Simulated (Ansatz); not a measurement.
`COCN`. Charge 0, multiplicity 1. The structure was optimised at the PBE0-D4/def2-TZVP level. It is a higher conformer; a search finds a lower one.

```xyz
11

C    -0.449   -0.944   -1.333
O    -0.175   -0.835    0.034
C     0.097    0.493    0.410
N     0.447    0.515    1.791
H    -0.629   -1.997   -1.549
H    -1.342   -0.368   -1.618
H     0.393   -0.594   -1.948
H     0.886    0.883   -0.259
H    -0.799    1.115    0.260
H     0.138    1.353    2.257
H     1.433    0.376    1.953
```

Q: What is the dipole moment at B3LYP/def2-TZVPP? (Best estimate.)

A: The calculation gave: 2.17 D, with components (0.66, 1.90, -0.82) D in this frame, pointing from negative to positive charge.

Q: And with PBE, r2SCAN, ωB97M-V? (Best estimate.)

A: The calculation gave: PBE 2.03 D, r2SCAN 2.10 D, ωB97M-V 2.20 D.

Q: Give the Mulliken charges with B3LYP, ωB97M-V, r2SCAN in def2-TZVPP. (An estimate is asked.)

A: Ansatz gave: 
| atom | B3LYP | ωB97M-V | r2SCAN |
| --- | --- | --- | --- |
| C1 | -0.12 | -0.18 | 0.01 |
| O2 | -0.29 | -0.27 | -0.29 |
| C3 | 0.07 | 0.01 | 0.16 |
| N4 | -0.31 | -0.26 | -0.35 |
| H5 | 0.12 | 0.13 | 0.07 |
| H6 | 0.08 | 0.10 | 0.04 |
| H7 | 0.07 | 0.10 | 0.04 |
| H8 | 0.06 | 0.08 | 0.02 |
| H9 | 0.06 | 0.09 | 0.02 |
| H10 | 0.13 | 0.10 | 0.14 |
| H11 | 0.13 | 0.11 | 0.15 |

B3LYP here is the variant with VWN-RPA as its local correlation; programs differ in this.
